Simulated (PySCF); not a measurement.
Formaldehyde, CH2O, SMILES C=O, point group C2v.

Force field and properties: B3LYP/pcJ-1 (PySCF, grid level 2). Vibrational terms come from second-order perturbation theory with semi-diagonal cubic constants, by steps of ±0.6 along the normal coordinates of each isotopologue. The parent has the commonest isotopes.

Equilibrium geometry (Å):

| atom | x | y | z |
| --- | --- | --- | --- |
| C1 | 0.0051 | 0.0057 | -0.0227 |
| O2 | 1.1875 | -0.2023 | -0.0462 |
| H3 | -0.7378 | -0.8158 | 0.0126 |
| H4 | -0.4138 | 1.0316 | -0.0351 |

An isotope shift is δ(isotopologue) − δ(parent), that is, the negative of the change in the averaged GIAO shielding; n counts bonds from the nearest label (0: the labelled atom itself). These are computed values; those of heavy atoms are rounded to 5 ppb, about the numerical noise. One-bond deuterium shifts of ¹³C at such levels come out too large, by a quarter to a half.

**Question.** What isotope shifts arise with ²H at 3?

**Answer.** 
| nucleus | n | 0 K (ppb) | 200 K (ppb) |
| --- | --- | --- | --- |
| H3 | 0 | -94 | -94 |
| C1 | 1 | -200 | -210 |
| O2 | 2 | -175 | -235 |
| H4 | 2 | -20 | -21 |

**Question.** What isotope shifts arise with ¹⁷O at 2?

**Answer.** 
```csv
nucleus,n,0 K (ppb),200 K (ppb)
O2,0,-170,-170
C1,1,-30,-30
H3,2,-1,-1
H4,2,-1,-1
```

**Question.** What isotope shifts arise with ¹³C at 1, ²H at 3?

**Answer.** 
```csv
nucleus,n,0 K (ppb),200 K (ppb)
C1,0,-270,-275
H3,0,-99,-98
O2,1,-610,-655
H4,1,-24,-25
```
